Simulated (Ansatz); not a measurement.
The cluster Li₂N (the lowest doublet isomer of a short search) was relaxed with PBE0-D4 (def2-TZVP) in Ansatz in these states: neutral doublet, neutral quartet. The geometries follow in no particular order.

A:

```xyz
3

Li   -1.4334    1.2541   -0.0539
Li    1.4325   -1.2552    0.0522
N     0.0009    0.0011    0.0018
```

B:

```xyz
3

Li    0.844   -0.195    1.520
Li   -0.845    0.199   -1.519
N     0.001   -0.004   -0.001
```

Q: Judge from the bond lengths which geometry belongs to which state (an estimate).

A: A is the neutral quartet (Li2–N3 1.905 Å, Li1–N3 1.905 Å); B is the neutral doublet (Li2–N3 1.749 Å, Li1–N3 1.749 Å).

At PBE0-D4/def2-TZVP a doublet lies 0.76 eV below the neutral quartet. These are the stationary points nearest to one start from a short search; other shapes may lie lower in each state.
